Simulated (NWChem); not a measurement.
**BHF2 (SMILES FBF) at 6 levels**

Aim: a comparison of 6 runs (HF/STO-3G, HF/def2-SVP, HF/6-31+G*, B3LYP/6-31G*, CAM-B3LYP/cc-pVTZ, MP2/def2-TZVPP) of BHF2. 

Program for the calculation: NWChem 7.3.0.

1 further run of the same task is left out (set aside as unsound or not needed).

## Step 1: The molecule

BHF2: 4 atoms, total charge 0, spin state singlet. As SMILES, `FBF`. The shape is that of a PBE0-D4/def2-TZVP optimisation.

Bond lengths: F1–B2 1.313 Å, B2–F3 1.313 Å, B2–H4 1.191 Å. Angles: F1–B2–F3 118.1°, F1–B2–H4 121.0°, F3–B2–H4 121.0°.

## Step 2: Energy and forces at HF/STO-3G (run 1)

File calc.nw:

```
start calc
memory 2200 mb
charge 0
geometry noautosym nocenter noautoz
  F        1.154300       0.456900      -0.361900
  B       -0.001900      -0.031000       0.025200
  F       -1.095400       0.528700      -0.438900
  H       -0.057000      -0.954600       0.775600
end
basis "ao basis" spherical bse
  * library STO-3G
end
scf
  thresh 1e-08
  maxiter 80
  print low
end
task scf gradient
```

Run with:

```bash
$ nwchem calc.nw > calc.out
```

What it wrote:

```text
[...]
  functions       =    16
[...]
  wavefunction    = RHF
[...]
         Total SCF energy =   -221.134594423478
      One-electron energy =   -433.445476575466
      Two-electron energy =    150.422322909695
 Nuclear repulsion energy =     61.888559242293
        Time for solution =      0.2s
[...]
                         RHF ENERGY GRADIENTS
    atom               coordinates                        gradient
                 x          y          z           x          y          z
   1 F       2.181311   0.863416  -0.683892    0.011691   0.005026  -0.003991
   2 B      -0.003590  -0.058582   0.047621   -0.000029   0.001280  -0.001035
   3 F      -2.070006   0.999098  -0.829401   -0.010953   0.005711  -0.004735
   4 H      -0.107714  -1.803932   1.465671   -0.000709  -0.012017   0.009762
 Task  times  cpu:        0.2s     wall:        0.2s
 Total times  cpu:        0.2s     wall:        0.2s
```

Wall time 0.74 s (1 thread of Intel Xeon Platinum 8488C (Sapphire Rapids), shared host); peak memory 0.099 GiB.

## Step 3: Energy and forces at HF/def2-SVP (run 2)

File bf2h.nw:

```
start bf2h
memory stack 880 mb heap 220 mb global 1100 mb
charge 0
geometry noautosym nocenter noautoz
  F      1.154300     0.456900    -0.361900
  B     -0.001900    -0.031000     0.025200
  F     -1.095400     0.528700    -0.438900
  H     -0.057000    -0.954600     0.775600
end
basis spherical bse
  * library def2-SVP
end
scf
  nopen 0
  rhf
  thresh 1e-08
  maxiter 80
  print medium
end
task scf gradient
```

Run with:

```bash
$ nwchem bf2h.nw > bf2h.out
```

What it wrote:

```text
[...]
  functions       =    47
[...]
  wavefunction    = RHF
[...]
         Total SCF energy =   -224.083680391848
      One-electron energy =   -434.860844121686
      Two-electron energy =    148.888604487545
 Nuclear repulsion energy =     61.888559242293
        Time for solution =      1.0s
[...]
                         RHF ENERGY GRADIENTS
    atom               coordinates                        gradient
                 x          y          z           x          y          z
   1 F       2.181311   0.863416  -0.683892    0.009798   0.003412  -0.002694
   2 B      -0.003590  -0.058582   0.047621   -0.000454  -0.006221   0.005060
   3 F      -2.070006   0.999098  -0.829401   -0.009279   0.003990  -0.003322
   4 H      -0.107714  -1.803932   1.465671   -0.000065  -0.001180   0.000957
[...]
```

Wall time 1.9 s (1 thread of Intel Xeon Platinum 8488C (Sapphire Rapids), shared host); peak memory 0.1 GiB.

Runs 3 to 5 aren't shown in full; the table further down has their settings and results.

## Step 4: Energy and gradient at MP2/def2-TZVPP (run 6)

File bf2h.nw:

```
start bf2h
title "BF2H"
memory 2200 mb

geometry units angstroms noautosym nocenter noautoz
 F        1.154300       0.456900      -0.361900
 B       -0.001900      -0.031000       0.025200
 F       -1.095400       0.528700      -0.438900
 H       -0.057000      -0.954600       0.775600
end

basis spherical bse
 * library def2-TZVPP
end

scf
 singlet
 rhf
 thresh 1e-08
 maxiter 80
 print low
end

mp2
 freeze core 3
 tight
end

task mp2 gradient
```

Run with:

```bash
$ nwchem bf2h.nw > bf2h.out
```

What it wrote:

```text
[...]
  functions       =   107
[...]
  wavefunction    = RHF
[...]
         Total SCF energy =   -224.366099981070
      One-electron energy =   -435.328113663361
      Two-electron energy =    149.073454439998
 Nuclear repulsion energy =     61.888559242293
        Time for solution =     14.4s
[...]
          Total MP2 energy          -224.961621367083
[...]
                         mp2 ENERGY GRADIENTS
    atom               coordinates                        gradient
                 x          y          z           x          y          z
   1 F       2.181311   0.863416  -0.683892   -0.005446  -0.001584   0.001241
   2 B      -0.003590  -0.058582   0.047621    0.000317   0.006663  -0.005409
   3 F      -2.070006   0.999098  -0.829401    0.005311  -0.001959   0.001635
   4 H      -0.107714  -1.803932   1.465671   -0.000182  -0.003120   0.002533
[...]
```

Wall time 43 s (1 thread of Intel Xeon Platinum 8488C (Sapphire Rapids), shared host); peak memory 0.35 GiB.

## Step 5: The series

| run | level | Cartesian functions | iteration cap | energy (Eh) | largest force (eV/Å) | wall time |
| --- | --- | --- | --- | --- | --- | --- |
| 1 | HF/STO-3G | no | 80 | -221.134594 | 0.797 | 0.74 s |
| 2 | HF/def2-SVP | no | 80 | -224.083680 | 0.551 | 1.9 s |
| 3 | HF/6-31+G* (spherical functions) | no | 80 | -224.268498 | 0.339 | 3.6 s |
| 4 | B3LYP/6-31G* (Cartesian functions) | yes | 100 | -225.245229 | 0.334 | 6.3 s |
| 5 | CAM-B3LYP/cc-pVTZ | no | 100 | -225.280450 | 0.160 | 84 s |
| 6 | MP2/def2-TZVPP | no | 80 | -224.961621 | 0.442 | 43 s |

## Step 6: What came out

```
                                                      quantity          value
                                           run 6: total energy  -224.96162 Eh
run 6: dipole moment (of the density that the program reports)         0.91 D
            run 6: correlation energy (3 core orbitals frozen)     -595.5 mEh
                               run 6: largest force on an atom     0.442 eV/Å
```

**Reading.** Over runs 2, 3, 4, 5, 6 the dipole moment (its size) runs from 0.67 D (B3LYP/6-31G*) to 1.19 D (HF/6-31+G*). The two ends differ in method and basis. Over runs 2, 3, 4, 5 the HOMO–LUMO gap runs from 10.32 eV (B3LYP/6-31G*) to 18.86 eV (HF/def2-SVP). Totals of different functionals can't be ranked against each other. In run 1 the basis is minimal, so the values are rough. All runs together took 2.3 min, the longest 84 s.
